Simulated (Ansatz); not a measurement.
## From barrier to diffusion: Zn in ZnS

The calculation used DFT LDA, scalar-relativistic, plane waves, PAW (Ansatz). Settings: 420 eV cutoff, 2×2×2 k-mesh, shifted by half a step, Gaussian smearing of 0.02 eV, no spin polarisation.

Host crystal, relaxed:

```cif
data_structure
_symmetry_space_group_name_H-M 'P 1'
_symmetry_Int_Tables_number 1
_cell_length_a 3.7454
_cell_length_b 3.7454
_cell_length_c 3.7454
_cell_angle_alpha 60.000
_cell_angle_beta 60.000
_cell_angle_gamma 60.000
_cell_volume 37.15
loop_
_atom_site_label
_atom_site_type_symbol
_atom_site_fract_x
_atom_site_fract_y
_atom_site_fract_z
_atom_site_occupancy
Zn1 Zn 0.00000 0.00000 0.00000 1
S1 S 0.75000 0.75000 0.75000 1
```

In a supercell of 32 host sites with charge -2, Zn trades places with a neighbouring Zn vacancy, moving 3.62 Å. Climbing-image nudged elastic band at fixed cell; the order of the saddle wasn't checked, and the small cell leaves errors of about a tenth of an eV.

| image | path (Å) | E − E(0) (eV) |
| --- | --- | --- |
| 0 | 0.00 | 0.000 |
| 1 | 0.71 | 0.373 |
| 2 | 1.42 | 1.026 |
| 3 | 2.13 | 1.315 |
| 4 | 2.85 | 1.026 |
| 5 | 3.56 | 0.373 |
| 6 | 4.27 | 0.000 |

Task: What are the barriers forward and back, and what attempt frequency does the shape suggest?

Result: Forward 1.32 eV, back 1.32 eV, the ends being level. For a sinusoidal profile E_b sin²(πx/l), with the Zn atom alone moving, ν = (1/l)√(E_b/2m) = 2.7×10¹² s⁻¹, within an order of magnitude of the customary 10¹³ s⁻¹; a true prefactor needs the vibrations at the minimum and at the saddle.

Task: With ν = 10¹³ s⁻¹, how often does the exchange happen at 300, 600 and 1000 K once atom and vacancy are neighbours, taking the host as solid throughout? Does that give the diffusivity?

Result: k = ν exp(−E_b/k_BT):
| T (K) | k (1/s) | wait (s) |
| --- | --- | --- |
| 300 | 8.1×10⁻¹⁰ | 1.2×10⁹ |
| 600 | 90 | 0.011 |
| 1000 | 2.4×10⁶ | 4.2×10⁻⁷ |

No. The atom can jump only when a vacancy is beside it, so where vacancies are thermal the activation energy of diffusion adds the vacancy's formation energy; where doping, quenching or off-stoichiometry fixes their number, it doesn't. And repeated exchanges only swap the two back and forth: Zn gets on when the vacancy moves round it by other jumps, which the correlation factor counts. An error of 0.1 eV in the barrier changes k by a factor of 48 at 300 K and 3.2 at 1000 K.

Cost: 1 run of about 53 core-minutes, on Intel Xeon Processor @ 2.10GHz (Emerald Rapids) (shared hosts).